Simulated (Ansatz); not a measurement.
Ga3, quartet in cc-pVTZ: errors against UCCSDT(Q)

Geometry: a PBE0/def2-TZVP stationary point for this spin, not checked as a minimum.

```xyz
3

Ga    0.0000   -0.6851   -1.5364
Ga    0.0000    1.3702    0.0000
Ga    0.0000   -0.6851    1.5364
```

Basis cc-pVTZ; Ansatz 0.2.0. Only valence electrons are correlated (noble-gas cores and the filled d shells of p-block atoms frozen), which leaves 9 electrons in 87 orbitals. Prefix R: restricted or restricted open-shell reference; prefix U: unrestricted. Active spaces: valence = (9e, 12o) chosen from the atoms' valence shells. No spin–orbit coupling is included, and no scalar relativity.

Full CI isn't at hand for all of this; UCCSDT(Q) serves as the reference, and is uncertain by about the last step of the cluster series. The frozen core follows each run's orbitals, which can shift R against U totals by a few meV for light atoms and by up to 0.1 eV past Ca.

The UHF ⟨S²⟩ is 3.789 and the T1 diagnostic (RCCSD) is 0.0308. The largest doubles amplitude (RCCSD) is 0.069. The T1 diagnostic (UCCSD) is 0.0312.

| level | E − E(UCCSDT(Q)) (kcal/mol) | wall time |
| --- | --- | --- |
| UHF | 122.59 | – |
| UMP2 | 26.99 | – |
| UCCSD | 9.67 | – |
| UCCSD(T) | 1.90 | 32 s (H100) |
| UCCSDT | 0.73 | – |

Run but not shown, since their state, orbitals or frozen core can't be matched to the reference's or they repeat it: RHF, RMP2, RCCSD, RCCSD(T), BCCD(T), RCCSDT, RCCSDT(Q), CASSCF (valence space), NEVPT2 (valence space), MRCISD (valence space), MRCISD+Q (valence space).

Times hold each run's SCF and search for its determinant on a shared host, so for small cases they say little of a method's own cost.

Natural occupations of CASSCF (valence space) about the gap: 1.969 1.921 1.900 0.995 0.993 0.974 0.075 0.047 0.038 0.035; effectively unpaired electrons, Σ n²(2−n)², 3.11.
